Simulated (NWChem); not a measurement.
difluoromethane (CH₂F₂); SMILES C(F)F

Results from NWChem. Structure relaxed at the PBE0-D3(BJ)/def2-TZVP level. Ions are spin-unrestricted doublets at the neutral geometry; other ion states weren't tried.

Q: Order these by “ΔSCF minus −ε(HOMO) (eV)”, lowest first: LRC-wPBEh/def2-SVPD; r2SCAN/def2-SVPD; BHandHLYP/def2-SVPD; B3LYP/def2-SVPD.

A: LRC-wPBEh/def2-SVPD (1.17), BHandHLYP/def2-SVPD (1.69), B3LYP/def2-SVPD (3.26), r2SCAN/def2-SVPD (4.13)
